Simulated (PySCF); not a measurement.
**SiHOH: structure of the singlet**

Where does singlet SiHOH go from a bent start, is the end point a minimum, and what are its modes, charges and moments?

The runs use PySCF 2.14.0; PBE0, basis Si def2-TZVP, H def2-TZVP, O def2-TZVP, no relativity, density fitting.

## (1) Starting geometry

4 atoms, charge 0, spin multiplicity 1.

Bond lengths: Si1–H2 1.480 Å, Si1–O3 1.790 Å, O3–H4 0.960 Å. Angles: H2–Si1–O3 110.0°, Si1–O3–H4 130.0°.

Coordinates in bohr (charge 0 multiplicity 1):
```
Si    0.0000    0.0000    0.0000
H     2.2909    0.0000    1.6042
O    -2.7709    0.0000    1.9402
H    -3.7262    1.3897    2.6090
```

## (2) The SCF at the typed geometry

One driver script runs all steps and calls PySCF; scf.py shows how it sets up the SCF of each step. The optimiser is the driver's own. After this first run the driver tries any further starts and a stability analysis.

Input file scf.py:

```python
from pyscf import gto, scf, dft
mol = gto.M(atom='''
Si     0.000000     0.000000     0.000000
H      1.212300     0.000000     0.848900
O     -1.466300     0.000000     1.026700
H     -1.971800     0.735400     1.380600''',
    basis={'Si': 'def2-TZVP', 'H': 'def2-TZVP', 'O': 'def2-TZVP'},
    charge=0, spin=0)
mf = dft.RKS(mol, xc='PBE0')
mf.grids.atom_grid = (50, 194)
aux = {'Si': 'def2-universal-JKFIT', 'H': 'def2-universal-JKFIT', 'O': 'def2-universal-JKFIT'}
mf = mf.density_fit(auxbasis=aux)
mf.conv_tol = 1e-08
mf.diis_space = 10
mf.max_cycle = 60
mf.init_guess = 'minao'
mf.verbose = 4
mf.kernel()
```

Run with:

```bash
> OMP_NUM_THREADS=2 python axn.py task.json out
```

Log:

```text
init E= -365.606540803922
  HOMO = -0.226331959404824  LUMO = -0.121325736473842  gap/eV = 2.85736
cycle= 1 E= -365.601534139654  delta_E= 0.00501  |g|= 0.763  |ddm|= 1.48
  HOMO = -0.132342410686206  LUMO = -0.0854833550409495  gap/eV = 1.27510
cycle= 2 E= -365.078177964355  delta_E= 0.523  |g|= 1.72  |ddm|= 1.31
  HOMO = -0.222846551592845  LUMO = -0.0934813716297214  gap/eV = 3.52021
cycle= 3 E= -365.707859658333  delta_E= -0.63  |g|= 0.0889  |ddm|= 1.05
  HOMO = -0.235033695808227  LUMO = -0.100127877928529  gap/eV = 3.67097
cycle= 4 E= -365.710238504379  delta_E= -0.00238  |g|= 0.0247  |ddm|= 0.121
  HOMO = -0.231375170662986  LUMO = -0.0960636225983293  gap/eV = 3.68201
cycle= 5 E= -365.710402298942  delta_E= -0.000164  |g|= 0.00519  |ddm|= 0.0256
  HOMO = -0.231528161875751  LUMO = -0.0962800426441461  gap/eV = 3.68029
cycle= 6 E= -365.710408867281  delta_E= -6.57e-06  |g|= 0.00114  |ddm|= 0.00575
  HOMO = -0.231518068024691  LUMO = -0.0962598547021116  gap/eV = 3.68056
cycle= 7 E= -365.710409363375  delta_E= -4.96e-07  |g|= 0.000323  |ddm|= 0.00204
  HOMO = -0.231521237980495  LUMO = -0.0962532752088592  gap/eV = 3.68083
cycle= 8 E= -365.710409399914  delta_E= -3.65e-08  |g|= 8.64e-05  |ddm|= 0.000395
  HOMO = -0.231528565221907  LUMO = -0.0962624146717914  gap/eV = 3.68078
cycle= 9 E= -365.710409402496  delta_E= -2.58e-09  |g|= 2.44e-05  |ddm|= 0.000148
  HOMO = -0.231525904142501  LUMO = -0.0962609096249167  gap/eV = 3.68075
Extra cycle  E= -365.710409402505  delta_E= -9.04e-12  |g|= 3.19e-05  |ddm|= 4.4e-05
converged SCF energy = -365.710409402505
```

This step, with its further starts and checks, took 5.4 s on 2 threads of Arm Neoverse V1, shared host.

The starts that the driver tried:

```csv
start,energy (Eh)
the minimal-basis guess,-365.710409
a thermally smeared density,-365.710409
a smeared PBE density,-365.710409
```

The test of internal stability and the other starts found no lower closed-shell solution.

## (3) Bent start, singlet: relaxation

The program finds C1 symmetry in the start.

Changes to scf.py since step 2:

```diff
@@ -3,4 +3,4 @@
-Si     0.000000     0.000000     0.000000
-H      1.212300     0.000000     0.848900
-O     -1.466300     0.000000     1.026700
-H     -1.971800     0.735400     1.380600''',
+Si     0.526639    -0.016116    -0.405957
+H      1.738939    -0.016116     0.442943
+O     -0.939661    -0.016116     0.620743
+H     -1.445161     0.719284     0.974643''',
@@ -16 +15,0 @@
-mf.init_guess = 'minao'
```

Energy and gradient, step by step:

```csv
step,energy (Eh),change (kJ/mol),largest gradient (Eh/bohr)
0,-365.710409,0.00,0.06241
1,-365.724256,-36.35,0.01408
2,-365.724919,-38.09,0.00911
3,-365.727690,-45.37,0.02941
4,-365.731035,-54.15,0.03281
5,-365.725422,-39.42,0.10619
6,-365.736634,-68.85,0.01916
7,-365.738447,-73.61,0.02045
8,-365.738902,-74.81,0.01473
9,-365.739233,-75.68,0.01272
10,-365.739602,-76.64,0.00810
11,-365.739879,-77.37,0.00457
12,-365.739969,-77.61,0.00073
13,-365.739974,-77.62,0.00046
14,-365.739976,-77.63,0.00018
```

The walk took 14 s.

It settles in Cs symmetry, 77.6 kJ/mol below the start, after 14 steps: O–H 0.960 Å, Si–H 1.547 Å, Si–O 1.653 Å; H–O–Si 118.9°, H–Si–O 97.8°.

## (4) Vibrations and properties at this point

The point is checked on the finer grid, and tightened if its gradient asks for it. The Hessian and the dipole derivatives come from central differences of analytic gradients, with steps of 0.02 bohr.

Changes to scf.py since step 3:

```diff
@@ -3,4 +3,4 @@
-Si     0.526639    -0.016116    -0.405957
-H      1.738939    -0.016116     0.442943
-O     -0.939661    -0.016116     0.620743
-H     -1.445161     0.719284     0.974643''',
+Si     0.500977    -0.167261    -0.322158
+H      1.470190     0.300713     0.790192
+O     -0.914128     0.233785     0.431250
+H     -0.878648     0.630699     1.304693''',
@@ -10 +10 @@
-mf.grids.atom_grid = (50, 194)
+mf.grids.atom_grid = (75, 302)
@@ -13 +13 @@
-mf.conv_tol = 1e-08
+mf.conv_tol = 1e-10
```

The driver hands on the density of the step before, so the log starts near convergence.

Log of the central SCF (cycles and frontier levels):

```text
init E= -365.739971182057
  HOMO = -0.243592321019278  LUMO = -0.0756418899367475  gap/eV = 4.57016
cycle= 1 E= -365.739971182054  delta_E= 2.84e-12  |g|= 6.22e-06  |ddm|= 6.09e-06
  HOMO = -0.243592295780125  LUMO = -0.0756416770870487  gap/eV = 4.57017
Extra cycle  E= -365.73997118204  delta_E= 1.48e-11  |g|= 1.11e-05  |ddm|= 8.4e-06
converged SCF energy = -365.73997118204
```

The whole step took 28 s.

Geometry: Cs; O–H 0.960 Å, Si–H 1.548 Å, Si–O 1.653 Å; H–O–Si 118.9°, H–Si–O 97.8°.

Harmonic modes (main isotopes):

| symmetry | ω (cm⁻¹) | IR (km/mol) |
| --- | --- | --- |
| a'' | 637 | 139 |
| a' | 740 | 130 |
| a' | 871 | 105 |
| a' | 962 | 62.3 |
| a' | 1927 | 407 |
| a' | 3885 | 83.0 |

No imaginary mode, so this is a minimum.

Constants and moments:

| Quantity | Value |
| --- | --- |
| Dipole moment | 1.64 D |
| Highest occupied level | -6.63 eV |
| Lowest empty level | -2.06 eV |
| Rotational constants | 5.7, 0.5481, 0.5 cm⁻¹ |
| Zero-point energy | 54.0 kJ/mol |
| Principal polarisabilities | 28.1, 33.6, 37.8 bohr³ |
| Atomisation energy without zero-point energy | 1233 kJ/mol |
| Principal traceless quadrupole moments about the centre of mass | -4.28, 2.01, 2.27 D Å |
| Entropy at 298.15 K and 1 bar | 242.4 J/(mol K) |
| Heat capacity Cp at 298.15 K | 44.5 J/(mol K) |
| Enthalpy at 298.15 K above 0 K | 10.81 kJ/mol |
| Rotational symmetry number | 1 |

Populations by atom (charges in e):

| atom | Mulliken | Löwdin | polar tensor | Mayer order to Si1 |
| --- | --- | --- | --- | --- |
| Si1 | 0.22 | 0.07 | 0.72 | – |
| H2 | -0.08 | -0.09 | -0.28 | 0.93 |
| O3 | -0.48 | -0.15 | -0.75 | 1.23 |
| H4 | 0.33 | 0.16 | 0.31 | 0.04 |

Mulliken populations on Si1: s 5.79, p 7.69, d 0.25, f 0.04.

## (5) Would spin polarisation lower it?

At the lowest minimum the closed shell is tested against spin polarisation, on the (50, 194) grid. It is stable.

## (6) Summary of results

| quantity | value |
| --- | --- |
| minimum | singlet, Cs |
| geometry | O–H 0.960 Å, Si–H 1.548 Å, Si–O 1.653 Å; H–O–Si 118.9°, H–Si–O 97.8° |
| wavenumbers (cm⁻¹) | 637 (a''), 740 (a'), 871 (a'), 962 (a'), 1927 (a'), 3885 (a') |
| dipole moment | 1.64 D |
| highest occupied, lowest empty level | -6.63, -2.06 eV |
| polar-tensor charge of Si1 | +0.72 e |
| zero-point energy | 54.0 kJ/mol |
| entropy at 298.15 K | 242.4 J/(mol K) |
| atomisation energy (no zero-point energy) | 1233 kJ/mol |

What this shows: From C1 at the start the molecule goes to a Cs minimum. In the infrared the band at 1927 cm⁻¹ (a') leads. Other starts or spin states, not run here, may lie lower.

The search up to here took 49 s on 2 threads of Arm Neoverse V1, shared host.
